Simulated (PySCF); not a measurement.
## What binds SH: the parts of the energy along the bond

State: ²Π, doublet, unpaired electrons π ↑. ROHF-based CCSD(T) in PySCF 2.14 with H aug-cc-pVTZ, S aug-cc-pV(T+d)Z and H aug-cc-pVQZ, S aug-cc-pV(Q+d)Z (frozen core orbitals: 5; no relativity). Correlation energies are extrapolated as n⁻³ (n = 3, 4), Hartree–Fock as (n+1)·exp(−9√n). CV is the change on freezing 1 orbitals instead, in H cc-pVTZ, S cc-pwCVTZ. SR is the spin-free X2C energy in H cc-pVTZ-DK, S cc-pVTZ-DK less the non-relativistic one in H cc-pVTZ, S cc-pVTZ. All energies in eV from H + S.

```csv
R (Å),HF/CBS,CCSD corr.,(T),CV,SR,total
1.1902,-2.300,-1.063,-0.0374,-0.0154,0.0068,-3.410
1.2443,-2.538,-1.073,-0.0404,-0.0119,0.0075,-3.656
1.2984,-2.645,-1.086,-0.0436,-0.0089,0.0078,-3.776
1.3525,-2.652,-1.101,-0.0472,-0.0065,0.0079,-3.800
1.4066,-2.583,-1.120,-0.0510,-0.0045,0.0077,-3.751
1.4742,-2.418,-1.146,-0.0563,-0.0025,0.0073,-3.615
1.5418,-2.190,-1.176,-0.0621,-0.0010,0.0068,-3.423
```

A fit to the total gives Re = 1.3407 Å, De = 3.801 eV, ωe = 2702.6 cm⁻¹, Be = 9.598 cm⁻¹ (masses 1.0078 and 31.9721 u).

Q: At R = 1.3525 Å the CCSD correlation energy is -0.185175 hartree in the smaller basis and -0.194900 in the larger. Extrapolate it.

A: (4³·E4 − 3³·E3)/(4³ − 3³) = -0.20200 hartree; the larger basis holds 96.5 % of it.

The T1 diagnostic is 0.017. The state was picked by a PBE0 search and need not be the measured ground state. Spin–orbit coupling, excitations beyond (T) and corrections to the Born–Oppenheimer picture are left out.
